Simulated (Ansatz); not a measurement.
Process, species as SMILES: Cl[C]Cl (closed-shell singlet) + 3 [H][H] (H2) → C (CH4) + 2 Cl (HCl)
B3LYP-D3(BJ)/def2-TZVP geometries, fixed; electronic energies without zero-point terms.
Largest species:
```xyz
5

C      0.0000     0.0000     0.0000
H      0.6205     0.6269     0.6390
H     -0.6429    -0.6249     0.6185
H      0.6369    -0.6328    -0.6166
H     -0.6146     0.6308    -0.6409
```

Effect of a fitting basis named in the input at HF/cc-pV(T+d)Z with Ansatz (a program for electronic structure), against the last row, where the energy of full hydrogenation is -138.91 kcal/mol. A restricted Hartree-Fock determinant is unstable towards unrestricted orbitals. The default fits or decomposes integrals by the program's own choice; accuracy: high also tightens integrals, grids and stops.

```json
[
 {"setting": "fitting: def2-SV(P)-JKFIT", "largest shift of a total energy (mEh)": "0.095", "shift of the energy of full hydrogenation (kcal/mol)": "-0.039"},
 {"setting": "fitting: def2-universal-JKFIT", "largest shift of a total energy (mEh)": "0.095", "shift of the energy of full hydrogenation (kcal/mol)": "-0.039"},
 {"setting": "fitting: cc-pVTZ-JKFIT", "largest shift of a total energy (mEh)": "0.123", "shift of the energy of full hydrogenation (kcal/mol)": "-0.066"},
 {"setting": "fitting: cc-pVQZ-JKFIT", "largest shift of a total energy (mEh)": "0.028", "shift of the energy of full hydrogenation (kcal/mol)": "-0.012"},
 {"setting": "fitting: cc-pV5Z-JKFIT", "largest shift of a total energy (mEh)": "0.025", "shift of the energy of full hydrogenation (kcal/mol)": "-0.007"},
 {"setting": "accuracy: high", "largest shift of a total energy (mEh)": "-0.028", "shift of the energy of full hydrogenation (kcal/mol)": "0.000"},
 {"setting": "accuracy: medium (default)", "largest shift of a total energy (mEh)": "0.000", "shift of the energy of full hydrogenation (kcal/mol)": "0.000"}
]
```

Within 0.05 kcal/mol in the energy of full hydrogenation: fitting: def2-SV(P)-JKFIT; fitting: def2-universal-JKFIT; fitting: cc-pVQZ-JKFIT; fitting: cc-pV5Z-JKFIT; accuracy: high. The largest shift is 0.123 mEh in a total energy and 0.066 kcal/mol in the difference.
